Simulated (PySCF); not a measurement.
Method: B3LYP-D3(BJ)/def2-TZVP // PBE-D3(BJ)/def2-SVP (PySCF). Gas-phase values, no solvent. B3LYP has the VWN-RPA correlation part, as in Gaussian. 

Reference species (SMILES): `[OH]` (neutral, multiplicity 2).

```json
{
 "dipole_moment": "1.78 D"
}
```

Changed species: `[NH2]` (free radical NH2; the reference has free radical OH).

Q: Predict the effect on the dipole moment.

A: the dipole moment rises by 0.18 D, to 1.96 D.
